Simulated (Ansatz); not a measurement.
A calculation with Ansatz (development build ahead of 0.2.0).

```yaml
crystal:
  periodic: [false, false, false]
  atoms:
    - { symbol: O, position_ang: [0.0, 0.0, 0.0] }
    - { symbol: O, position_ang: [0.0, 0.0, 1.63] }
basis:
  gaussian: { orbitals: def2-SVP }
magnetization:
  initial_magnetization: 2
hamiltonian:
  xc: hf
correlation:
  method: mp2
  frozen_orbitals: { O: 1 }
output:
  forces: true
```

The input is written out in the form of the current development build from the run's settings. Correlation on restricted open-shell orbitals is semicanonical, with singles.

The run gave:

```json
{
  "Converged": "yes",
  "Reference energy": "-149.36678 hartree",
  "Correlation energy": "-0.31416 hartree",
  "Total energy": "-149.68093 hartree",
  "Spin squared of the determinant": "2.000",
  "Stability test": "minimum among restricted orbitals"
}
```

Forces (eV/Å):
```json
{"atom": "O1", "Fx": "0.000", "Fy": "0.000", "Fz": "6.616"}
{"atom": "O2", "Fx": "0.000", "Fy": "0.000", "Fz": "-6.616"}
```

Caution: bonds are stretched, where a single reference can fail; an unrestricted determinant lies well below.
